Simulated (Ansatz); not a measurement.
Mulliken charges of `NCC(O)=S` from PBE/def2-TZVPP in Ansatz (PBE0-D4/def2-TZVP geometry).

```csv
atom,x (Å),y (Å),z (Å),charge (e)
N1,-0.961,-1.239,0.143,-0.311
C2,-0.222,-0.175,0.777,-0.041
C3,0.504,0.794,-0.126,0.159
O4,0.971,0.195,-1.218,-0.190
S5,0.741,2.370,0.193,-0.298
H6,-1.703,-0.866,-0.436,0.142
H7,-0.361,-1.789,-0.458,0.145
H8,0.544,-0.613,1.429,0.098
H9,-0.877,0.404,1.427,0.100
H10,1.447,0.867,-1.729,0.197
```

By hand: the dipole of these point charges (1 e Å = 4.8032 D).

Σ q r = (-0.061, -0.456, -0.109) e Å, of length 0.473 e Å = 2.27 D.

How does the dipole of the full density compare? (Estimate.)

The calculation gave: (0.054, -0.259, -0.324) e Å, 2.01 D; the point charges give 1.13 times that, at 41° from its direction.

Point charges leave out the atoms' own dipoles, such as those of lone pairs, and Mulliken's split depends on the basis, so the two needn't agree.
